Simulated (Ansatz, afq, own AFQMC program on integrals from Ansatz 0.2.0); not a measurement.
**BHO, singlet: AFQMC among the cluster methods**

```xyz
3

B     0.0000    0.0000    0.0084
O     0.0000    0.0000   -1.1895
H     0.0000    0.0000    1.1811
```

Connectivity, by distances: BH–O.

Basis cc-pVDZ. Noble-gas cores (and the filled d shells of Ga–Kr and In–Xe) are frozen. Ansatz 0.2.0 and our own AFQMC program on the same integrals; the CISD trial comes from CCSD amplitudes, and released means the phaseless constraint is let go. ± is one standard error of the sampling.

Determinant: RHF, the one that the program's search chose, which needn't be the lowest solution. The geometry is a point of a scan.

No full CI on the walks' own integrals is used here; CCSDT(Q) serves as the reference and is uncertain by about the last step of the cluster series.

Cautions: higher spins were not checked; raised T1 diagnostic (T1 0.022, weight of the determinant 0.90, largest double 0.06); the released energies are still falling, so no released level is given (meV from the phaseless value at times in 1/Eh: 14 ± 10 at 0.24, 0 ± 12 at 0.51, 14 ± 11 at 0.99, 3 ± 17 at 1.62, -55 ± 21 at 2.40).

The T1 diagnostic is 0.0219, the weight of the determinant in the CISD state is 0.902 and the size of the correlated space is 10 electrons in 31 orbitals.

```tsv
level	correlation energy (eV)
MP2	-7.2806
CCSD	-7.4879
CCSD(T)	-7.7334
```

(1) Estimate where phaseless AFQMC with the Hartree–Fock trial lies against CCSD(T) on the same integrals.

(1) 23.7 ± 5.9 kJ/mol below CCSD(T).

Reference: CCSDT(Q), correlation energy -7.776 eV.

```
        level  E − E(reference) (kJ/mol)  share of correlation (%)
      CCSD(T)                        4.1                     99.45
        CCSDT                        2.7                     99.64
  ph-AFQMC/HF                -19.6 ± 5.9                    102.61
ph-AFQMC/CISD                  0.8 ± 1.4                     99.89
```

A walk keeps the symmetry of its determinant, which the program's search chose and which needn't be the lowest solution, so a lower state of the same spin and another symmetry isn't excluded.
